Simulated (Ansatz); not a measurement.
in.yaml

```yaml
crystal:
  periodic: [false, false, false]
  atoms:
    - {symbol: Si, position_ang: [0.000000, 0.000000, 2.658533]}
    - {symbol: C, position_ang: [0.000000, 0.000000, -0.486467]}
    - {symbol: Si, position_ang: [0.000000, 0.000000, -2.172067]}
basis:
  gaussian: {orbitals: cc-pVDZ}
magnetization: {spin_polarized: false}
correlation: {method: ccsdt_q, electrons: outside_noble_gas}
```

```sh
$ ansatz run in.yaml --threads 1 --pin off --events-out ev --progress --plain --max-ram 2816MiB --backend cpu
```

Log:

```
927 factors; integrals over basis functions are off by at most 1.5e-7 eV
mean field evaluation 1: about -16732.0001 eV, gradient 4.6e1 eV
mean field evaluation 2: about -16732.1995 eV, gradient 4.5e1 eV
mean field evaluation 4: about -16739.6577 eV, gradient 2.1e1 eV
mean field evaluation 8: about -16743.9196 eV, gradient 3.1e0 eV
mean field evaluation 16: about -16744.2434 eV, gradient 1.3e-6 eV
mean field evaluation 32: about -16744.2438 eV, gradient 1.9e-1 eV
mean field evaluation 64: about -16744.5578 eV, gradient 1.8e-1 eV
mean field evaluation 96: about -16743.8430 eV, gradient 4.8e0 eV
mean field evaluation 128: about -16744.3031 eV, gradient 2.1e-2 eV
mean field evaluation 160: about -16740.7723 eV, gradient 2.1e1 eV
...
cycle  31  -11.15031054 eV  change   -5.0e-7 eV  update   5.0e-6
cycle  32  -11.15031028 eV  change    2.6e-7 eV  update   2.8e-6
cycle  33  -11.15031040 eV  change   -1.2e-7 eV  update   3.1e-6
cycle  34  -11.15031043 eV  change   -2.5e-8 eV  update   1.8e-6
cycle  35  -11.15031015 eV  change    2.7e-7 eV  update   2.4e-6
cycle  36  -11.15031022 eV  change   -7.0e-8 eV  update   8.4e-7
cycle  37  -11.15031029 eV  change   -7.2e-8 eV  update   8.4e-7
cycle   1  -11.15030906 eV  update   1.9e-6
cycle   2  -11.15030910 eV  change   -3.9e-8 eV  update   9.5e-7
cycle   3  -11.15030919 eV  change   -8.7e-8 eV  update   1.0e-6
WARN: the amplitudes ended 0.090 eV above the screening CCSD of this reference; a lower solution may exist
WARN: the results are in doubt because among natural orbitals full CI differs from the method by -1.518 eV
Total energy: -16753.92734544 eV, -615.6954737252 hartree
In doubt: among natural orbitals full CI differs from the method by -1.518 eV
```

Ran on 1 thread of AMD EPYC 7R13, shared host: 54 s wall, 0.4 GiB peak host memory.
